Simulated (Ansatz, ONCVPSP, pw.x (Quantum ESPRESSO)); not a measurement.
# Li (Z = 3): one change to the ONCV potential, in the atom and in the fcc crystal

- Element: Li
- Generator: ONCVPSP 4.0.1.1 (patched build)
- Type: optimised norm-conserving Vanderbilt (ONCV)
- Functional: LDA (Perdew-Wang 92)
- Relativity: scalar-relativistic
- Frozen core: [He]
- Valence charge: 1
- Reference configuration: 2s0.75 2p0.25
- Partial waves: 2s: rc 2.60 bohr, ncon 4, nbas 9, qcut 3.1 1/bohr, local; 2p: rc 4.00 bohr, ncon 3, nbas 7, qcut 2.4 1/bohr, 2 projectors, debl 1 Ha
- Local potential: the s channel
- Core correction: Teter function fitted to the true core (icmod 2), fcfact 0.2

Change: p: qcut 2.1.

Cutoffs, loose and tight: the cutoffs (Ha) at which the residual kinetic energy of the hardest occupied pseudo-wave falls to 1 and 0.1 mHa per electron. They do not see the model core or the augmentation charge, which bear on the density cutoff. Test errors are all-electron minus pseudo excitation energies from the reference, over the configurations 2s1 2p0; 2s0.5 2p0; 2s0 2p1; variants that change the core or the reference have their own tests.

Crystal test: fcc Li in pw.x 7.5, no spin, 13³ k-points, Fermi–Dirac smearing 0.01 Ry, cutoffs set for each file from its atomic test. The reference is all-electron LAPW (Ansatz 0.2.0) with the same functional, mesh and smearing; V0 and B0 come from Birch–Murnaghan fits to the pressures at five volumes. Errors are pseudo minus all-electron; Δ is the rms difference of the E(V) curves that follow from these fits, minima aligned, over ±6 % about the mean V0. Mesh and smearing are coarse, so the numbers serve the comparison and aren't converged zero-temperature values; the lattice is a test structure that the element need not adopt.

All-electron: a0 = 4.237 Å (V0 = 19.01 Å³/atom), B0 = 14.9 GPa.

Does the change bring the crystal closer to the all-electron result?

The mean pressure error goes from -1.36 to -1.95 GPa, so the change moves the solid further from the all-electron pressures. Neither pressure curve crosses zero within the volumes sampled, so no fits are given.

```csv
quantity,base,changed
outcome (atom),generated,generated
"cutoff, loose (atom)",2.3 Ha,2.3 Ha
"cutoff, tight (atom)",3.6 Ha,3.6 Ha
bound ghosts (atom),none,none
largest test error (meV) (atom),-3.9,-4.9
cutoffs in pw.x (Ry),50/200,50/200
mean pressure error (GPa),-1.36,-1.95
```

Base: The largest radius (4.00 bohr) exceeds half the bond length (2.83 bohr), so the spheres overlap, which is one possible source of error among others. This is a poor potential for the solid. The atomic tests give no hint of an error of this size, and its cause was not traced. Changed file: The largest radius (4.00 bohr) exceeds half the bond length (2.83 bohr), so the spheres overlap, which is one possible source of error among others. This is a poor potential for the solid. The atomic tests give no hint of an error of this size, and its cause was not traced. The cutoffs count occupied waves only; projector 2 of the p channel, the hardest unoccupied one, needs 10 Ha at the loose tolerance.
